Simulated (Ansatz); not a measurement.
Born–Oppenheimer molecular dynamics of C4H10 + H2 (16 atoms, charge 0, multiplicity 1). It starts from a relaxed structure.

Level of theory: RKS B3LYP-D4/6-31G in Ansatz.

| Quantity | Value |
| --- | --- |
| ensemble | NVT, Langevin thermostat |
| time step | 0.25 fs |
| steps asked | 82 |
| set temperature | 700 K |
| friction | 0.001 /fs |
| temperature schedule | 20 steps to 700 K, then 61 steps to 175 K |
| seed | 445415 |

Frames 0.25 fs apart, positions in Å.

Velocities at 10.0 fs (Å/ps):

```
H -41.03 25.41 42.03
H -4.69 10.40 -2.68
C 4.64 -0.52 3.08
C 0.95 -7.04 -2.85
C -3.93 -1.21 11.58
C 3.75 2.88 -10.26
H 4.02 -7.03 14.35
H 17.06 -11.51 -10.37
H -17.00 20.70 23.73
H 32.14 0.96 -17.10
H 5.07 20.77 6.13
H -12.74 -37.71 20.21
H -28.81 16.72 -52.80
H 7.53 16.31 -21.79
H 2.01 1.70 9.43
H -20.31 11.49 15.24
```

```xyz
16
Properties=species:S:1:pos:R:3 time_fs=10.0 energy_less_start_eV=0.385 T=507
H -1.361 0.033 -3.409
H -0.800 -0.253 -3.022
C -1.282 -0.011 0.320
C 0.172 -0.252 0.727
C 0.637 0.978 1.487
C 1.010 -0.727 -0.444
H -1.619 -0.894 -0.231
H -1.964 0.202 1.156
H -1.327 0.827 -0.412
H 0.099 -1.096 1.467
H 0.942 1.758 0.819
H 1.378 0.868 2.243
H -0.268 1.314 2.056
H 2.027 -0.877 -0.023
H 1.116 0.058 -1.238
H 0.727 -1.679 -0.941
16
Properties=species:S:1:pos:R:3 time_fs=10.2 energy_less_start_eV=0.357 T=524
H -1.371 0.039 -3.398
H -0.801 -0.251 -3.023
C -1.281 -0.012 0.321
C 0.173 -0.254 0.726
C 0.636 0.978 1.490
C 1.011 -0.726 -0.446
H -1.618 -0.895 -0.228
H -1.960 0.199 1.153
H -1.332 0.832 -0.406
H 0.107 -1.095 1.463
H 0.943 1.763 0.820
H 1.375 0.858 2.248
H -0.275 1.318 2.042
H 2.029 -0.873 -0.029
H 1.116 0.058 -1.235
H 0.721 -1.675 -0.937
16
Properties=species:S:1:pos:R:3 time_fs=10.5 energy_less_start_eV=0.334 T=531
H -1.382 0.045 -3.388
H -0.802 -0.248 -3.023
C -1.280 -0.012 0.322
C 0.173 -0.256 0.725
C 0.635 0.977 1.493
C 1.012 -0.726 -0.449
H -1.617 -0.897 -0.224
H -1.955 0.196 1.151
H -1.336 0.837 -0.399
H 0.116 -1.095 1.458
H 0.945 1.769 0.821
H 1.373 0.848 2.254
H -0.282 1.323 2.029
H 2.030 -0.869 -0.035
H 1.117 0.058 -1.232
H 0.716 -1.672 -0.933
16
Properties=species:S:1:pos:R:3 time_fs=10.8 energy_less_start_eV=0.318 T=537
H -1.392 0.052 -3.377
H -0.803 -0.245 -3.024
C -1.279 -0.012 0.322
C 0.173 -0.257 0.725
C 0.634 0.977 1.496
C 1.013 -0.725 -0.451
H -1.617 -0.899 -0.221
H -1.951 0.193 1.149
H -1.341 0.842 -0.393
H 0.124 -1.094 1.453
H 0.946 1.776 0.822
H 1.371 0.838 2.259
H -0.288 1.327 2.015
H 2.032 -0.865 -0.040
H 1.117 0.058 -1.230
H 0.711 -1.669 -0.929
16
Properties=species:S:1:pos:R:3 time_fs=11.0 energy_less_start_eV=0.309 T=543
H -1.401 0.058 -3.367
H -0.804 -0.243 -3.025
C -1.278 -0.012 0.323
C 0.173 -0.259 0.724
C 0.633 0.977 1.499
C 1.014 -0.724 -0.454
H -1.617 -0.900 -0.217
H -1.947 0.190 1.147
H -1.345 0.847 -0.386
H 0.133 -1.093 1.448
H 0.948 1.782 0.822
H 1.370 0.828 2.265
H -0.294 1.332 2.002
H 2.033 -0.861 -0.046
H 1.117 0.057 -1.227
H 0.705 -1.665 -0.925
16
Properties=species:S:1:pos:R:3 time_fs=11.2 energy_less_start_eV=0.308 T=549
H -1.411 0.064 -3.357
H -0.806 -0.240 -3.025
C -1.277 -0.012 0.323
C 0.173 -0.261 0.724
C 0.632 0.977 1.502
C 1.015 -0.723 -0.457
H -1.616 -0.901 -0.214
H -1.942 0.188 1.145
H -1.350 0.851 -0.379
H 0.142 -1.093 1.443
H 0.950 1.789 0.823
H 1.369 0.818 2.271
H -0.299 1.336 1.988
H 2.035 -0.857 -0.053
H 1.117 0.056 -1.224
H 0.700 -1.662 -0.920
16
Properties=species:S:1:pos:R:3 time_fs=11.5 energy_less_start_eV=0.315 T=547
H -1.420 0.070 -3.346
H -0.807 -0.237 -3.026
C -1.276 -0.012 0.323
C 0.173 -0.264 0.723
C 0.630 0.977 1.505
C 1.017 -0.722 -0.459
H -1.616 -0.903 -0.210
H -1.938 0.185 1.144
H -1.354 0.855 -0.372
H 0.152 -1.092 1.437
H 0.952 1.795 0.824
H 1.369 0.807 2.277
H -0.304 1.341 1.974
H 2.036 -0.854 -0.060
H 1.117 0.056 -1.220
H 0.694 -1.658 -0.916
16
Properties=species:S:1:pos:R:3 time_fs=11.8 energy_less_start_eV=0.329 T=540
H -1.429 0.075 -3.335
H -0.809 -0.235 -3.027
C -1.274 -0.012 0.323
C 0.173 -0.266 0.723
C 0.629 0.976 1.508
C 1.018 -0.721 -0.462
H -1.617 -0.904 -0.207
H -1.935 0.182 1.143
H -1.358 0.860 -0.365
H 0.161 -1.092 1.432
H 0.955 1.801 0.825
H 1.369 0.797 2.284
H -0.309 1.346 1.961
H 2.037 -0.850 -0.067
H 1.117 0.055 -1.217
H 0.688 -1.655 -0.911
16
Properties=species:S:1:pos:R:3 time_fs=12.0 energy_less_start_eV=0.349 T=530
H -1.438 0.081 -3.324
H -0.812 -0.232 -3.028
C -1.273 -0.013 0.323
C 0.173 -0.268 0.723
C 0.627 0.976 1.511
C 1.019 -0.720 -0.464
H -1.617 -0.906 -0.204
H -1.931 0.179 1.142
H -1.363 0.863 -0.358
H 0.171 -1.092 1.427
H 0.957 1.806 0.827
H 1.369 0.786 2.290
H -0.314 1.351 1.948
H 2.039 -0.847 -0.074
H 1.117 0.054 -1.214
H 0.681 -1.651 -0.907
16
Properties=species:S:1:pos:R:3 time_fs=12.2 energy_less_start_eV=0.375 T=519
H -1.446 0.086 -3.313
H -0.815 -0.228 -3.029
C -1.272 -0.013 0.323
C 0.173 -0.270 0.722
C 0.626 0.976 1.514
C 1.021 -0.719 -0.467
H -1.618 -0.907 -0.200
H -1.928 0.176 1.143
H -1.367 0.867 -0.350
H 0.180 -1.092 1.422
H 0.959 1.812 0.828
H 1.369 0.776 2.296
H -0.318 1.355 1.935
H 2.040 -0.844 -0.082
H 1.116 0.054 -1.212
H 0.675 -1.648 -0.903
16
Properties=species:S:1:pos:R:3 time_fs=12.5 energy_less_start_eV=0.404 T=507
H -1.455 0.091 -3.302
H -0.817 -0.225 -3.030
C -1.271 -0.013 0.323
C 0.173 -0.272 0.722
C 0.625 0.976 1.516
C 1.022 -0.718 -0.469
H -1.619 -0.908 -0.197
H -1.925 0.173 1.143
H -1.371 0.870 -0.342
H 0.189 -1.093 1.417
H 0.962 1.816 0.830
H 1.369 0.766 2.302
H -0.322 1.360 1.923
H 2.042 -0.841 -0.089
H 1.115 0.054 -1.209
H 0.668 -1.646 -0.899
16
Properties=species:S:1:pos:R:3 time_fs=12.8 energy_less_start_eV=0.436 T=497
H -1.463 0.097 -3.290
H -0.821 -0.222 -3.032
C -1.270 -0.013 0.323
C 0.172 -0.274 0.722
C 0.623 0.976 1.519
C 1.024 -0.717 -0.471
H -1.620 -0.909 -0.194
H -1.922 0.170 1.145
H -1.375 0.873 -0.335
H 0.199 -1.094 1.413
H 0.965 1.820 0.832
H 1.369 0.755 2.308
H -0.326 1.365 1.911
H 2.043 -0.838 -0.097
H 1.114 0.054 -1.207
H 0.661 -1.643 -0.895
```

Of the whole run (20 fs, mean temperature of the second half 440 K): The schedule's set-point averaged 343 K over the second half and the system 440 K, so it lags behind the ramp. A run of 0.021 ps of so small a system gives no equilibrium averages. Limits of this set-up: no polarisation functions.

Run time: 7.2 min on 1 thread of AMD EPYC 7571 (shared host), peak memory 0.13 GiB.
